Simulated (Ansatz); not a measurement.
The input, for Ansatz 0.2.0:

```yaml
crystal:
  periodic: [false, false, false]
  atoms:
    - {symbol: Al, position_ang: [-0.000937, 0.037441, 0.625752]}
    - {symbol: C, position_ang: [-0.001771, -0.137291, -1.229078]}
    - {symbol: H, position_ang: [0.046193, 0.633715, -2.104943]}
basis:
  gaussian: {orbitals: "6-31G*"}
correlation: {active_space: {window: {electrons: 6, orbitals: 6}, states: [{multiplicity: 1, weights: [1, 1, 0.5, 1]}, {multiplicity: 3, weights: [1]}], root: 0}}
```

```sh
$ ansatz run in.yaml --threads 1 --pin off --events-out ev --progress --plain --max-ram 2393MiB
```

(1) Roughly how long does this take on 1 thread of Arm Neoverse V1, shared host, and how much host memory?

```
609 factors; integrals over basis functions are off by at most 1.8e-7 eV
mean field evaluation 1: about -7620.3004 eV, gradient 2.4e1 eV
mean field evaluation 2: about -7620.3046 eV, gradient 2.4e1 eV
mean field evaluation 4: about -7623.1051 eV, gradient 3.5e0 eV
mean field evaluation 8: about -7623.4351 eV, gradient 2.8e-1 eV
mean field evaluation 16: about -7623.4554 eV, gradient 5.0e-1 eV
mean field evaluation 32: about -7610.8734 eV, gradient 2.2e1 eV
mean field evaluation 64: about -7623.3431 eV, gradient 3.2e0 eV
mean field evaluation 96: about -7623.4367 eV, gradient 4.2e-6 eV
mean field evaluation 128: about -7623.4367 eV, gradient 1.3e-4 eV
mean field -7623.61013692 eV, -280.1625050634 hartree, gradient 1.3e-6 eV, S^2 0.000000; 9 other end points of the search recorded, 0 dependent functions left out
reference -7623.61013692 eV, -280.1625050634 hartree; 10, 10 occupied and 26, 26 virtual orbitals, 609 factors
state -7625.24342746 eV, -280.2225273835 hartree
state -7625.10561974 eV, -280.2174630433 hartree
state -7624.52407817 eV, -280.1960917846 hartree
state -7623.86519988 eV, -280.1718784540 hartree
state -7626.26738612 eV, -280.2601571702 hartree
Total energy: -7625.24342746 eV, -280.2225273835 hartree
```

Natural occupations, averaged over the states: 1.9910 1.6721 1.0501 1.0194 0.1797 0.0877.

Results:

(1) 2.4 s wall and 0.14 GiB.
